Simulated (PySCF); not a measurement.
## Broadened absorption spectrum of BHCl2

BHCl2.
SMILES: `ClBCl`

The calculation used TDDFT CAM-B3LYP/def2-SVPD, vertical, gas phase, core orbitals frozen in the response in PySCF 2.14.0, density-fitted response routines. Geometry: PBE0-D3(BJ)/def2-SVP; no solvent, vibrations or thermal averaging.

Computed states:

```csv
state,E (eV),f
S1,5.85,0.0012
S2,5.99,0.0000
S3,7.04,0.157
S4,8.30,0.034
S5,8.70,0.067
S6,8.74,0.053
S7,8.82,0.0026
S8,8.86,0.0000
S9,9.08,0.0000
S10,9.39,0.084
```

Each state is given a Gaussian of 0.5 eV full width at half maximum, with ε(max) = 2.175×10⁸ f / Δν̃ (Δν̃ the width in cm⁻¹). The width is an assumption, not a result. The curve ends short of the highest state used, and states not computed would add to its high-energy end.

Question: What does the envelope look like, and where are its maxima?

Answer: 
(E (eV), ε (L mol⁻¹ cm⁻¹)): (5.10, 0), (5.26, 1), (5.42, 8), (5.58, 27), (5.74, 54), (5.90, 61), (6.07, 37), (6.23, 19), (6.39, 83), (6.55, 603), (6.71, 2565), (6.87, 6187), (7.03, 8458), (7.19, 6553), (7.35, 2878), (7.51, 718), (7.67, 122), (7.83, 161), (7.99, 636), (8.15, 1608), (8.31, 2915), (8.47, 4742), (8.63, 6635), (8.79, 6405)

Maxima: 212 nm (5.85 eV), ε about 63, made up of S1 (100%); 176 nm (7.04 eV), ε about 8500, made up of S3 (100%); 143 nm (8.70 eV), ε about 6900, made up of S5 (53%) and S6 (41%) (ε in L mol⁻¹ cm⁻¹; maxima over ε = 5, shares over 10%).

Question: On this curve, what absorbance would a 10⁻⁵ mol/L sample give at 222 nm over a 1 cm path?

Answer: 222 nm is 5.585 eV, where ε is about 28 L mol⁻¹ cm⁻¹, so A = ε c l ≈ 0.00028 (Beer–Lambert, with the gas-phase spectrum and the assumed width).

Question: Coming from long wavelengths, where does ε first pass 100 L mol⁻¹ cm⁻¹?

Answer: At about 194 nm (6.40 eV), 0.55 eV above S1.

Question: What would ε be at 7.04 eV, the highest of these maxima, with half the width (0.25 eV)?

Answer: About 16900 L mol⁻¹ cm⁻¹ against 8460, a factor of about 2.00; a lone state at its own centre would give exactly 2.

The vertical ionisation energy (ΔSCF) is 11.95 eV, 2.56 eV above S10.
